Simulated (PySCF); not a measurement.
Molecule: `NCC1CC1`, C$_{4}$H$_{9}$N.

Geometry:
| atom | x (Å) | y (Å) | z (Å) |
| --- | --- | --- | --- |
| N1 | 1.932 | 0.832 | 0.048 |
| C2 | 1.010 | -0.135 | -0.511 |
| C3 | -0.100 | -0.431 | 0.462 |
| C4 | -1.415 | -0.957 | -0.021 |
| C5 | -1.318 | 0.449 | 0.495 |
| H6 | 1.447 | 1.710 | 0.227 |
| H7 | 2.682 | 1.040 | -0.607 |
| H8 | 1.566 | -1.066 | -0.718 |
| H9 | 0.548 | 0.166 | -1.478 |
| H10 | 0.256 | -0.797 | 1.431 |
| H11 | -1.545 | -1.096 | -1.099 |
| H12 | -1.933 | -1.702 | 0.588 |
| H13 | -1.379 | 1.261 | -0.237 |
| H14 | -1.769 | 0.684 | 1.463 |

Geometry PBE0-D3(BJ)/def2-SVP throughout; GIAO in PySCF 2.14, gas phase, one conformer, non-relativistic; equivalent atoms averaged; basis pcSseg-1.

For orientation, BP86 gives these shifts δ (against NH3, TMS at the same level): N1 40.4, C2 55.1, C3 16.2, C4/C5 5.0, H8/H9 2.69, H10 0.91, H6/H7 0.26, H12/H14 0.41, H11/H13 -0.06 ppm.

A run gave: N1 44.3, C2 56.2, C3 16.9, C4/C5 4.4, H8/H9 2.76, H10 1.02, H6/H7 0.27, H12/H14 0.43, H11/H13 -0.05 ppm (shifts δ (against NH3, TMS at the same level)).

Which functional was used in that run?
A. LDA
B. wB97X-D
C. BHandHLYP
D. OPBE

Answers

A. C2 tells them apart best: LDA gives 56.2, OPBE gives 51.7, BHandHLYP gives 50.6, wB97X-D gives 51.2 ppm.
